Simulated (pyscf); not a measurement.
Routes from NH₃ (SMILES N) + H₂N–B(Cl)–Cl (SMILES NB(Cl)Cl)

Candidate steps break at most two bonds and form at most two. Each was searched with GFN2-xTB (tblite) first. Structures and frequencies: ωB97X-D3(BJ)/def2-SVP in PySCF. Energies: ωB97M-D3(BJ)/def2-TZVP, kcal/mol, from the separated reactants, singlet surface; ΔG‡ with ideal gas, 1 atm, RRHO with modes under 100 cm⁻¹ raised to 100, one conformer, R ln 2 for chiral ones without a mode under 150 cm⁻¹.

```csv
products,type,ΔE‡,ΔE,ΔG‡ 298 K,ΔG‡ 900 K,ν‡ (cm⁻¹)
H₂N–B(NH₂)–Cl + HCl,four-centre exchange,7.7,-2.8,17.9,39.1,427i
H₂N–B(Cl)–Cl + NH₃,four-centre exchange,11.8,0.0,22.5,46.0,1518i
```

Row 1: On the reactant side the descent ends in an adduct with a B–N contact, 12.1 kcal/mol under the separated species and 20.5 kcal/mol under the saddle at ωB97X-D3(BJ)/def2-TZVP. On the product side the descent ends in a complex, 5.1 kcal/mol under the separated species and 15.2 kcal/mol under the saddle at ωB97X-D3(BJ)/def2-TZVP. Row 2: On the reactant side the descent ends in an adduct with a B–N contact, 10.3 kcal/mol under the separated species and 21.6 kcal/mol under the saddle at ωB97X-D3(BJ)/def2-TZVP. On the product side the descent ends in an adduct with a B–N contact, 10.3 kcal/mol under the separated species and 21.6 kcal/mol under the saddle at ωB97X-D3(BJ)/def2-TZVP. 

Plain bond fissions and candidates not yet searched are not listed, and one of them may be faster. Each barrier is that of the saddle found; lower ones may exist.
